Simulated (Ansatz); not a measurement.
[OH···H···NH], triplet along the distance O1-H3

Starting geometry:

```xyz
5

O    -1.1950    0.0024    0.0000
H    -1.4443    0.9289    0.0000
H    -0.2354    0.0024    0.0000
N     1.3680    0.0024    0.0000
H     1.6371   -1.0019    0.0000
```

From there H3 is moved from one fragment to the other while all else, the fragments' distance too, stays fixed, so the hump isn't the reaction's barrier; atoms are numbered as listed. Energies are in kcal/mol, counted from the starting geometry at the same level. Kohn–Sham curves are unrestricted where that lies lower.

Basis cc-pVDZ; Ansatz 0.2.0. Correlated methods freeze the noble-gas cores. R marks a restricted (for open shells ROHF) determinant, U an unrestricted one.

In so small a basis the reference is far from its limit while semilocal and hybrid functionals are nearer theirs (RPA and double hybrids share much of the reference's basis error), so the functionals' errors here hold much of the reference's basis and frozen-core error, which can add to them or hide them.

Full CI isn't at hand for all of this; UCCSDT(Q) serves as the reference, and is uncertain by about the last step of the cluster series.

```csv
distance O1-H3 (Å),UCCSDT(Q),PBE,r2SCAN,PBE0,B3LYP,r2SCANh,wB97M-V,B2PLYP,RPA-PBE
0.892,3.1,5.4,4.3,3.9,4.1,3.9,3.5,3.5,3.5
0.960,0.0,0.0,0.0,0.0,0.0,0.0,0.0,0.0,0.0
1.040,3.3,-0.1,1.2,2.0,1.6,1.8,2.6,2.6,2.3
1.121,10.5,3.0,5.4,7.3,6.3,6.7,8.7,8.6,7.4
1.201,18.2,6.5,9.8,12.8,11.3,11.8,15.2,15.0,12.3
1.282,24.0,9.3,13.0,16.6,14.7,15.4,20.0,19.7,15.4
1.362,26.1,10.8,14.2,18.1,16.0,16.6,21.8,21.5,16.4
1.443,25.3,12.0,14.5,18.0,16.1,16.5,21.5,21.2,16.2
1.523,24.6,14.5,15.9,18.8,17.1,17.3,21.5,21.2,17.3
```
